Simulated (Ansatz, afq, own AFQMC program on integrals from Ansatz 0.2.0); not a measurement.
## Si⁺, doublet in aug-cc-pVTZ, levels against full CI

A free Si cation.

Basis aug-cc-pVTZ. Noble-gas cores (and the filled d shells of Ga–Kr and In–Xe) are frozen. Ansatz 0.2.0 and our own AFQMC program on the same integrals; the CISD trial comes from CCSD amplitudes, and released means the phaseless constraint is let go. Uncertainties: one standard error, sampling alone.

Determinant: UHF, the one that the program's search chose, which needn't be the lowest solution.

Full CI on the same integrals is exact in this basis and with this determinant's frozen core.

The T1 diagnostic is 0.0143 and the weight of the determinant in the CISD state is 0.942. The ⟨S²⟩ of the determinant is 0.766 and the size of the correlated space is 3 electrons in 45 orbitals.

Reference: full CI, correlation energy -1.636 eV. The released energy is read at 2.40 1/Eh (meV from the phaseless value at times in 1/Eh: 0.6 ± 0.9 at 0.24, 0.0 ± 0.7 at 0.51, -4 ± 6 at 0.99, -4 ± 4 at 1.62, -0.8 ± 0.6 at 2.40).

```
         level  E − E(reference) (mEh)  share of correlation (%)
            HF                   60.11                      0.00
           MP2                   18.57                     69.11
          CCSD                    1.52                     97.47
       CCSD(T)                    0.43                     99.29
 ph-AFQMC/CISD             0.03 ± 0.05                     99.94
released AFQMC             0.01 ± 0.02                     99.99
```

A walk keeps the symmetry of its determinant, which the program's search chose and which needn't be the lowest solution, so a lower state of the same spin and another symmetry isn't excluded. Released energies are given only where the last usable release times agree within the noise; a slower fall can still hide under it.
